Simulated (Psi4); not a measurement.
**SiNH4 (SMILES [NH][SiH3]): USVWN5/def2-TZVP**

What is the vertical doublet–quartet gap of SiNH4 at USVWN5/def2-TZVP? Input form: a Python script.

The calculation is run with Psi4 1.11.

2 further runs of the same task are left out: 2 set aside as unsound or not needed.

## Step 1: The molecule

SiNH4 has 6 atoms, charge 0, and is taken as a doublet. As SMILES, `[NH][SiH3]`. The shape is that of a PBE0-D4/def2-TZVP optimisation.

Bond lengths: N1–Si2 1.753 Å, N1–H3 1.023 Å, Si2–H4 1.491 Å, Si2–H5 1.491 Å, Si2–H6 1.481 Å. Angles: N1–Si2–H4 110.8°, N1–Si2–H5 109.1°, N1–Si2–H6 109.3°, Si2–N1–H3 111.9°, H4–Si2–H5 108.6°, H4–Si2–H6 109.5°, H5–Si2–H6 109.5°.

## Step 2: A single-point energy at USVWN5/def2-TZVP

Contents of h4nsi.xyz:

```xyz
6
H4NSi
N      0.592100    -0.835200     0.909500
Si    -0.203700     0.347600    -0.110000
H      0.922800    -1.640700     0.372700
H     -1.310600    -0.282300    -0.885500
H      0.789500     0.911800    -1.068900
H     -0.748100     1.434800     0.736200
```

Contents of calc.py:

```python
import psi4

psi4.set_memory(2200000000)
psi4.set_num_threads(1)
psi4.core.set_output_file('psi4.out', False)

with open('h4nsi.xyz') as f:
    atoms = ''.join(f.readlines()[2:])
geom = psi4.geometry('0 2\n' + atoms + 'symmetry c1\nno_reorient\nno_com')

options = {'basis': 'def2-TZVP', 'reference': 'uks', 'puream': True, 'e_convergence': 1e-09, 'd_convergence': 1e-08, 'scf_type': 'pk', 'dft_radial_points': 99, 'dft_spherical_points': 590, 'maxiter': 100}
psi4.set_options(options)

E = psi4.energy("scf", dft_functional={"name": "SVWN5", "x_functionals": {"LDA_X": {}}, "c_functionals": {"LDA_C_VWN": {}}}, molecule=geom)
print('E =', round(E, 9))
```

The run is started by

```
$ python calc.py
```

psi4.out:

```text
[...]
  Running in c1 symmetry.
[...]
  Nuclear repulsion =   56.674425113493072
[...]
  Multiplicity = 2
[...]
  Nalpha       = 13
  Nbeta        = 12
[...]
    Number of basis functions: 92
[...]
   @UKS iter   1:  -344.62736175454592   -1.09760e-01   9.36666e-03 ADIIS/DIIS
[...]
   @UKS iter  13:  -344.96379787253716   -3.63798e-12   8.00636e-09 DIIS
[...]
   @S^2 Observed:                7.527072666E-01
[...]
    Orbital Energies [Eh]
    ---------------------
    Alpha Occupied:
       1A    -65.116738     2A    -13.888041     3A     -5.025418
       4A     -3.465495     5A     -3.465074     6A     -3.464053
       7A     -0.758796     8A     -0.495014     9A     -0.391027
      10A     -0.341110    11A     -0.320301    12A     -0.261304
      13A     -0.260994
    Alpha Virtual:
      14A     -0.031150    15A      0.018350    16A      0.023273
      17A      0.032781    18A      0.051636    19A      0.129487
      20A      0.136026    21A      0.173838    22A      0.186739
      23A      0.196150    24A      0.221145    25A      0.258892
[...]
  @UKS Final Energy:  -344.96379787253716
   => Energetics <=
    Nuclear Repulsion Energy =             56.6744251134930721
    One-Electron Energy =                -590.3986959771857528
    Two-Electron Energy =                 216.3108873385338313
    DFT Exchange-Correlation Energy =     -27.5504143473782683
    Empirical Dispersion Energy =           0.0000000000000000
    VV10 Nonlocal Energy =                  0.0000000000000000
    Total Energy =                       -344.9637978725371568
[...]
 Multipole Moments:
 ------------------------------------------------------------------------------------
     Multipole            Electronic (a.u.)      Nuclear  (a.u.)        Total (a.u.)
 ------------------------------------------------------------------------------------
 L = 1.  Multiply by 2.5417464519 to convert [e a0] to [Debye]
 Dipole X            :         -1.8306371            1.7886258           -0.0420113
 Dipole Y            :          0.9448900           -1.0514436           -0.1065536
 Dipole Z            :         -8.1318271            7.5229997           -0.6088274
 Magnitude           :                                                    0.6195074
[...]
```

Standard output:

```text
E = -344.963797873
```

Run time: 25 s. Hardware: 1 thread of Intel Xeon Platinum 8175M at 2.50GHz (Skylake/Cascade Lake), shared host; peak memory 0.57 GiB.

## Step 3: The quartet, same level

Contents of calc.py:

```python
import psi4

psi4.set_memory('2200 MB')
psi4.set_num_threads(1)
psi4.core.set_output_file('psi4.out', False)

molecule = psi4.geometry("""
0 4
N      1.11890684    -1.57829926     1.71870591
Si    -0.38493721     0.65686880    -0.20786987
H      1.74383927    -3.10047365     0.70430093
H     -2.47667506    -0.53346968    -1.67335248
H      1.49193878     1.72305228    -2.01992825
H     -1.41370411     2.71137904     1.39121637
units au
symmetry c1
""")

psi4.set_options({
    'basis': 'def2-TZVP',
    'reference': 'uks',
    'puream': True,
    'e_convergence': 1e-09,
    'd_convergence': 1e-08,
    'scf_type': 'pk',
    'dft_radial_points': 99,
    'dft_spherical_points': 590,
    'maxiter': 100,
})

e, wfn = psi4.energy("scf", dft_functional={"name": "SVWN5", "x_functionals": {"LDA_X": {}}, "c_functionals": {"LDA_C_VWN": {}}}, return_wfn=True)
psi4.oeprop(wfn, "DIPOLE", "QUADRUPOLE", "MULLIKEN_CHARGES")
print('E =', round(e, 9))
for k, v in sorted(psi4.core.scalar_variables().items()):
    print(f'{k:45s} {v:18.10f}')
```

The run is started by

```
$ python calc.py
```

psi4.out (excerpt; [...] marks lines left out):

```text
[...]
  Running in c1 symmetry.
[...]
  Nuclear repulsion =   56.674425183042295
[...]
  Multiplicity = 4
[...]
  Nalpha       = 14
  Nbeta        = 11
[...]
    Number of basis functions: 92
[...]
   @UKS iter   1:  -344.43987247967101    7.77293e-02   8.70946e-03 DIIS/ADIIS
[...]
   @UKS iter  15:  -344.74593571388198   -8.24230e-12   7.94026e-09 DIIS
[...]
   @S^2 Observed:                3.755532554E+00
[...]
  @UKS Final Energy:  -344.74593571388198
   => Energetics <=
    Nuclear Repulsion Energy =             56.6744251830422954
    One-Electron Energy =                -589.2004109667902867
    Two-Electron Energy =                 215.2331733621305432
    DFT Exchange-Correlation Energy =     -27.4531232922645145
    Empirical Dispersion Energy =           0.0000000000000000
    VV10 Nonlocal Energy =                  0.0000000000000000
    Total Energy =                       -344.7459357138819769
[...]
 Multipole Moments:
 ------------------------------------------------------------------------------------
     Multipole            Electronic (a.u.)      Nuclear  (a.u.)        Total (a.u.)
 ------------------------------------------------------------------------------------
 L = 1.  Multiply by 2.5417464519 to convert [e a0] to [Debye]
 Dipole X            :          0.6271692           -0.5146409            0.1125283
 Dipole Y            :         -0.7299449            0.5335579           -0.1963870
 Dipole Z            :          1.6097079           -1.5189854            0.0907224
 Magnitude           :                                                    0.2438463
 L = 2.  Multiply by 1.3450342976 to convert [e a0^2] to [Debye ang]
 Quadrupole XX       :        -41.6058417           24.1201031          -17.4857386
 Quadrupole XY       :         21.9010446          -21.1853882            0.7156564
[...]
  Mulliken Charges: (a.u.)
   Center  Symbol    Alpha    Beta     Spin     Total
       1     N     3.99076  2.77611  1.21465  0.23313
       2    SI     7.83193  6.72006  1.11187 -0.55199
       3     H     0.62294  0.34097  0.28197  0.03609
       4     H     0.52781  0.36431  0.16349  0.10788
       5     H     0.52763  0.37328  0.15435  0.09909
       6     H     0.49893  0.42526  0.07367  0.07581
   Total alpha = 14.00000, Total beta = 11.00000, Total charge =  0.00000
```

On the terminal:

```text
E = -344.745935714
CURRENT ENERGY                                   -344.7459357139
CURRENT REFERENCE ENERGY                         -344.7459357139
DD SOLVATION ENERGY                                 0.0000000000
DFT FUNCTIONAL TOTAL ENERGY                      -344.7459357139
DFT TOTAL ENERGY                                 -344.7459357139
DFT VV10 ENERGY                                     0.0000000000
DFT XC ENERGY                                     -27.4531232923
GRID ELECTRONS ALPHA                               14.0000002914
GRID ELECTRONS BETA                                11.0000000250
GRID ELECTRONS TOTAL                               25.0000003164
NUCLEAR REPULSION ENERGY                           56.6744251830
ONE-ELECTRON ENERGY                              -589.2004109668
PCM POLARIZATION ENERGY                             0.0000000000
PE ENERGY                                           0.0000000000
SCF ITERATION ENERGY                             -344.7459357139
SCF ITERATIONS                                     15.0000000000
SCF TOTAL ENERGY                                 -344.7459357139
TWO-ELECTRON ENERGY                               215.2331733621
XC GRID RADIAL POINTS                              99.0000000000
XC GRID SPHERICAL POINTS                          590.0000000000
XC GRID TOTAL POINTS                           336198.0000000000
```

It took 27 s on 1 thread of Intel Xeon Platinum 8175M at 2.50GHz (Skylake/Cascade Lake), shared host; peak memory 0.57 GiB.

## Step 4: Summary of results

At USVWN5/def2-TZVP:

| quantity | value |
| --- | --- |
| doublet: total energy | -344.96380 Eh |
| doublet: dipole moment | 1.57 D |
| doublet: HOMO energy (highest over α and β) | -6.55 eV |
| doublet: LUMO energy (lowest over α and β) | -5.45 eV |
| doublet: ⟨S²⟩ | 0.753 |
| quartet: total energy | -344.74594 Eh |
| quartet: dipole moment | 0.62 D |
| quartet: HOMO energy (highest over α and β) | -1.75 eV |
| quartet: ⟨S²⟩ | 3.756 |
| vertical energy of the quartet above the doublet | 5.928 eV |

At this shape the quartet lies 5.93 eV (572 kJ/mol) above the doublet. Mulliken charges (quartet) run from -0.55 on Si2 to +0.23 on N1; they depend strongly on the basis.
